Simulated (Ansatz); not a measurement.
Mulliken charges of C₃H₄FN (`C=NC(=C)F`) from B3LYP/def2-TZVPP in Ansatz (PBE0-D4/def2-TZVP geometry).

| atom | x (Å) | y (Å) | z (Å) | charge (e) |
| --- | --- | --- | --- | --- |
| C1 | 0.339 | 1.593 | -0.708 | -0.103 |
| N2 | -0.147 | 0.832 | 0.182 | -0.203 |
| C3 | -0.005 | -0.530 | 0.073 | 0.292 |
| C4 | -0.484 | -1.390 | 0.962 | -0.239 |
| F5 | 0.662 | -0.989 | -1.005 | -0.217 |
| H6 | 0.209 | 2.666 | -0.592 | 0.123 |
| H7 | 0.880 | 1.232 | -1.585 | 0.105 |
| H8 | -1.015 | -1.006 | 1.819 | 0.121 |
| H9 | -0.349 | -2.454 | 0.836 | 0.122 |

Task: By hand: the dipole of these point charges (1 e Å = 4.8032 D).

Result: Σ q r = (-0.082, 0.095, 0.128) e Å, of length 0.179 e Å = 0.86 D.

Task: How does the dipole of the full density compare? (Best estimate.)

Result: Computed: (0.036, 0.091, -0.068) e Å, 0.57 D; the point charges give 1.51 times that, at 98° from its direction.

Point charges leave out the atoms' own dipoles, such as those of lone pairs, and Mulliken's split depends on the basis, so the two needn't agree.

B3LYP here is the variant with VWN-RPA as its local correlation; programs differ in this.
